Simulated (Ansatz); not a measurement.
# B2FH3: the cost of one run

All numbers are computed with Ansatz 0.2.0 through its Python package. Level of theory: PBE/cc-pVDZ.

### Step 1. Starting point

Bond lengths: B1–B2 1.608 Å, B2–F3 1.433 Å, B1–H4 1.152 Å, B1–H5 1.235 Å, B2–H6 1.165 Å. Angles: B1–B2–F3 120.4°, B1–B2–H6 118.9°, F3–B2–H6 120.7°, B2–B1–H4 123.1°, B2–B1–H5 120.3°, H4–B1–H5 116.6°.

No structure file is read: the coordinates are typed or built in the script.

### Step 2. The script

run_dimer.py

```python
import ansatz as az

BASIS_SET = "cc-pVDZ"
XC = "PBE"

FIRST = [
    ("B", (-0.4138, 0.1561, -0.6803)),
    ("B", (0.4126, -0.2529, 0.6365)),
    ("F", (0.6582, 0.7107, 1.6677)),
    ("H", (-0.6124, -0.5732, -1.5492)),
    ("H", (-0.8627, 1.3002, -0.8049)),
    ("H", (0.8182, -1.3408, 0.7303)),
]
SECOND = [
    ("B", (-3.0937, 1.7686, -0.0013)),
    ("B", (-2.7348, 1.6508, 1.5612)),
    ("F", (-3.6572, 1.0439, 2.474)),
    ("H", (-2.3993, 2.2731, -0.7692)),
    ("H", (-4.1599, 1.3175, -0.4324)),
    ("H", (-1.7193, 2.0788, 1.9385)),
]

def energy(atoms, ghosts=()):
    molecule = az.Crystal.molecule()
    for symbol, xyz in atoms:
        molecule = molecule.atom(symbol, xyz)
    calc = (
        molecule.calculation()
        .basis(gaussian=BASIS_SET)
        .functional(XC)
    )
    deck = calc.input()
    if ghosts:
        deck = deck.set(az.key.basis.gaussian.ghost_atoms, [{"symbol": s, "position_ang": list(xyz)} for s, xyz in ghosts])
    return az.Session.from_dict(deck).plan().execute().report["free_energy_ev"]

both = energy(FIRST + SECOND)
alone = energy(FIRST) + energy(SECOND)
ghosted = energy(FIRST, SECOND) + energy(SECOND, FIRST)
print(f"dimer {both:.6f} eV")
print(f"interaction, uncorrected   {(both - alone):8.3f} eV")
print(f"interaction, counterpoise  {(both - ghosted):8.3f} eV")
print(f"basis-set superposition    {(alone - ghosted):8.3f} eV")
```

### Step 3. The run

The run is started by

```
python run_dimer.py
```

What time and memory should one allow on 1 thread of Intel Xeon 6975P-C (Granite Rapids), shared host?

About 6 s, with a peak of 0.21 GiB.
